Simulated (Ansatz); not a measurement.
# Pulling the pair apart

The pair of HCl (SMILES Cl, atoms 1–2) and F2 (SMILES FF, atoms 3–4), both closed shells, in one local arrangement (a lower one may exist), relaxed at PBE0-D4/def2-TZVP:

```
4
angstrom
Cl -0.2440 -0.0803 -2.1962
H 0.1683 0.0491 -0.9920
F 0.6457 0.2012 1.3305
F -0.5700 -0.1699 1.8577
```

F2 is shifted rigidly along the line between the mean atom positions of the two fragments (negative: closer). Counterpoise interaction energies in kJ/mol. Computed with Ansatz 0.2.0 (basis: def2-TZVPPD); correlated methods freeze the cores. B3LYP uses VWN-RPA correlation.

```tsv
shift (Å)	PBE-D4	PBE0-D4	B3LYP-D4
-0.36	-1.6	-0.4	0.0
-0.18	-3.1	-2.1	-1.8
0.00	-3.3	-2.6	-2.2
0.18	-3.1	-2.5	-2.0
0.44	-2.4	-2.0	-1.5
0.91	-1.3	-1.1	-0.7
1.82	-0.3	-0.3	-0.2
3.65	0.0	0.0	0.0
```

Q: What does CCSD(T) give at these shifts? (To be estimated.)

A: Computed: 0.9, -1.3, -2.0, -2.1, -1.7, -1.0, -0.3, -0.1 kJ/mol. For zero shift, CCSD(T) at an estimated basis limit (MP2 extrapolated from triple and quadruple zeta, plus CCSD(T) − MP2 in triple zeta) gives -2.5 kJ/mol. These are counterpoise interaction energies, counted from the two frozen fragments.

T1 diagnostic: at most 0.011. The restricted Hartree–Fock reference is unstable towards an unrestricted one here.

For scale, one of the runs: CCSD(T)/def2-TZVPPD, 148 basis functions, launched by `ansatz run in.yaml --threads 2 --pin off --events-out ev --progress --plain --max-ram 5222MiB`. Hardware: 2 CPU threads of an Arm Neoverse V1, shared host. Wall time 20 s; peak host memory 0.96 GiB.
